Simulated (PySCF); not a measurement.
Species: H2O3S.
Bonds: O1–S2 (double), S2–O3 (double), S2–O4. Hydrogens: H5 on S2; H6 on O4.

Method: PBE0-D3(BJ)/def2-SVP geometry optimisation, gas phase in PySCF; density fitting, grid level 1; the optimiser is geomeTRIC in internal coordinates, started from a GFN2-xTB structure with every atom displaced at random (about 0.01 Å).

Step 0: E = -16988.2127 eV
```
atom  x, y, z in Å  |  force x, y, z in eV/Å
O1     -0.9351   -1.2495   -0.7352   -0.252  -1.392  -0.649
S2     -0.4036   -0.0860   -0.1249    0.468   0.393   1.443
O3     -0.5046    1.2076   -0.7270    0.175   1.079  -0.474
O4      1.1601   -0.3476    0.2726   -1.363  -1.374   0.062
H5     -0.9314   -0.0071    1.1445    0.212  -0.058  -0.115
H6      1.6348    0.4528    0.1277    0.760   1.352  -0.266
```

Step 1: E = -16988.2701 eV
```
atom  x, y, z in Å  |  force x, y, z in eV/Å
O1     -0.9207   -1.2740   -0.7436    0.131   0.383   0.209
S2     -0.4052   -0.0823   -0.1101   -0.372  -0.344  -0.419
O3     -0.4675    1.2305   -0.7216    0.034  -0.110   0.110
O4      1.1278   -0.3586    0.2920    0.336   0.377  -0.079
H5     -0.9241   -0.0132    1.1489   -0.076   0.021   0.084
H6      1.6100    0.4677    0.0920   -0.053  -0.326   0.095
```

**Question.** Estimate the geometry and energy of step 2. (The exact step hangs on the optimiser's Hessian estimate; all steps are aligned on step 1, rigid shifts and turns removed.)

**Answer.** E = -16988.2755 eV, largest force 0.194 eV/Å
```
atom  x, y, z in Å  |  force x, y, z in eV/Å
O1     -0.9227   -1.2737   -0.7414    0.094   0.147   0.085
S2     -0.4082   -0.0846   -0.1117   -0.123  -0.033  -0.124
O3     -0.4739    1.2290   -0.7179    0.008  -0.041   0.026
O4      1.1336   -0.3506    0.2880    0.033   0.016  -0.005
H5     -0.9374   -0.0126    1.1479    0.033  -0.019   0.007
H6      1.6288    0.4626    0.0927   -0.046  -0.070   0.011
```

The energy changes by -0.0054 eV. The first-order estimate −F·Δx gives -0.0102 eV and the mean of the old and new forces, exact on a quadratic surface, -0.0052 eV. The step makes an angle of 69° with the force vector and moves no atom by more than 0.020 Å.

The cost below is that of the whole optimisation. The run took 15 s on one thread of an Arm Neoverse V1, shared host with 32 logical CPUs at a one-minute load of 22, and the process peaked at 0.31 GiB of memory.
